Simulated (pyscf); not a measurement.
H₂B–OH + H₂O -> H₂B–OH + H₂O (four-centre exchange; singlet surface; B–O, H–O broken, B–O, H–O formed). Optimised with ωB97X-D3(BJ)/def2-SVP in PySCF. Correlated levels are frozen-core, on RHF or UHF. ΔMP2 is the change of the MP2 total energy from the triple- to the quadruple-zeta basis. Energies in kcal/mol from the separated reactants.

```csv
level,barrier,reaction energy
PBE/def2-TZVP,…,0.0
r²SCAN/def2-TZVP,7.0,0.0
PBE0-D3(BJ)/def2-TZVP,7.2,0.0
ωB97M-D3(BJ)/def2-TZVP,10.2,0.0
HF/def2-TZVP,27.2,0.0
MP2/def2-QZVPP,10.9,0.0
CCSD(T)/def2-TZVPP + ΔMP2(QZVPP),…,0.0
```

### Question
Some entries are withheld; supply them.

### Answer

- PBE/def2-TZVP, barrier: 6.0
- CCSD(T)/def2-TZVPP + ΔMP2(QZVPP), barrier: 12.5

Of the functionals in the table, ωB97M-D3(BJ) is closest to CCSD(T)/def2-TZVPP + ΔMP2(QZVPP) in the barrier (2.3 kcal/mol apart) and PBE least close (6.6 kcal/mol); that level has limits of its own. One saddle was located; it need not be the lowest between these sides. The CCSD(T) − MP2 part came from Ansatz, without density fitting, on the same reference.
